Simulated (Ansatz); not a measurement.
Which isomer of CH4N gives these data?

These gas-phase data were calculated for one isomer of CH4N at PBE-D3(BJ)/def2-SVP (harmonic, unscaled wavenumbers; equilibrium rotational constants with average atomic masses):

* rotational constants: 142.2, 27.24, 23.59 GHz
* all wavenumbers above 1500 cm⁻¹: 3545, 3440, 3187, 3069, 1568
* dipole moment: 1.12 D (PBE0/def2-TZVPD)

Candidates:

(1) `[CH2]N`, a doublet
(2) `C[NH]`, a doublet

Task: Assign the data to one candidate and say why.

Result: Candidate (1). 2 modes lie between 3250 and 3800 cm⁻¹, one for each N–H bond, while (2) has 1.

The same quantities for all candidates:

```tsv
	rotational constants (GHz)	wavenumbers above 1500 cm⁻¹	dipole (D)	E above the lowest, PBE-D3(BJ)/def2-SVP (kcal/mol)
(1)	142.2, 27.24, 23.59	3545, 3440, 3187, 3069, 1568	1.12	0.0
(2)	121.6, 25.43, 24.21	3278, 3024, 2902, 2856	1.96	8.7
```

Each candidate is one conformer. Open shells are spin-unrestricted. Programs: Ansatz 0.2.0.
